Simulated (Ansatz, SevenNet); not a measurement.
Elastic constant C12 of zinc-blende InSb: levels of theory against measurement

Reference value: 37.9 GPa (measured, low temperature, and its 300 K set is 66.7, 36.5, 30.2 (Ioffe); as tabulated in Buckeridge et al. (2019), arXiv:1907.13063).

Problem. What do SevenNet-l3i5, LDA, LDA+SOC, BLYP, PBE, PBEsol, PBEsol+SOC, revPBE, RPBE, PBE-D3(BJ), r²SCAN, r²SCAN+rVV10 give, and how far is each from the reference?

Solution. 
```json
[
 {"level (code)": "SevenNet-l3i5", "value (GPa)": "31.8", "cell (Å³/atom)": "36.67", "difference (%)": "-16.1"},
 {"level (code)": "LDA (Ansatz)", "value (GPa)": "36.6", "cell (Å³/atom)": "33.54", "difference (%)": "-3.4"},
 {"level (code)": "LDA+SOC (Ansatz)", "value (GPa)": "36.4", "cell (Å³/atom)": "33.53", "difference (%)": "-4.0"},
 {"level (code)": "BLYP (Ansatz)", "value (GPa)": "21.0", "cell (Å³/atom)": "39.03", "difference (%)": "-45"},
 {"level (code)": "PBE (Ansatz)", "value (GPa)": "27.9", "cell (Å³/atom)": "36.51", "difference (%)": "-26"},
 {"level (code)": "PBEsol (Ansatz)", "value (GPa)": "33.5", "cell (Å³/atom)": "34.63", "difference (%)": "-11.6"},
 {"level (code)": "PBEsol+SOC (Ansatz)", "value (GPa)": "33.2", "cell (Å³/atom)": "34.62", "difference (%)": "-12.4"},
 {"level (code)": "revPBE (Ansatz)", "value (GPa)": "24.9", "cell (Å³/atom)": "37.48", "difference (%)": "-34"},
 {"level (code)": "RPBE (Ansatz)", "value (GPa)": "23.8", "cell (Å³/atom)": "37.87", "difference (%)": "-37"},
 {"level (code)": "PBE-D3(BJ) (Ansatz)", "value (GPa)": "32.8", "cell (Å³/atom)": "35.03", "difference (%)": "-13.5"},
 {"level (code)": "r²SCAN (Ansatz)", "value (GPa)": "33.5", "cell (Å³/atom)": "35.22", "difference (%)": "-11.6"},
 {"level (code)": "r²SCAN+rVV10 (Ansatz)", "value (GPa)": "36.1", "cell (Å³/atom)": "34.66", "difference (%)": "-4.7"}
]
```

Once the reference is moved by up to 5.0 % (a margin picked here for doubts on the reference and the settings, and for temperature and zero-point motion) and values within 1.7 % count as equal, the nearest can be LDA (-3.4 %), LDA+SOC (-4.0 %) or r²SCAN+rVV10 (-4.7 %). Farthest off among them: BLYP (-45 %).

The measured value isn't corrected to a static lattice, so vibrations enter the comparison.  LDA, LDA+SOC, BLYP, PBE, PBEsol, PBEsol+SOC, revPBE, RPBE, PBE-D3(BJ), r²SCAN: the solid has no gap at this level, which affects its response. PBE-D3(BJ): the dispersion coefficients are held fixed in the derivatives. Each level is taken at its own relaxed cell. Cutoffs differ between the levels. Ansatz's density-functional and Hartree–Fock values are scalar-relativistic unless marked +SOC, with PAW data made under PBE.

Machine-learned potentials (SevenNet-l3i5) are trained on DFT data: a solid inside that data is no test of them.

Differences are worked out from the printed values.

Ansatz is an electronic-structure program.
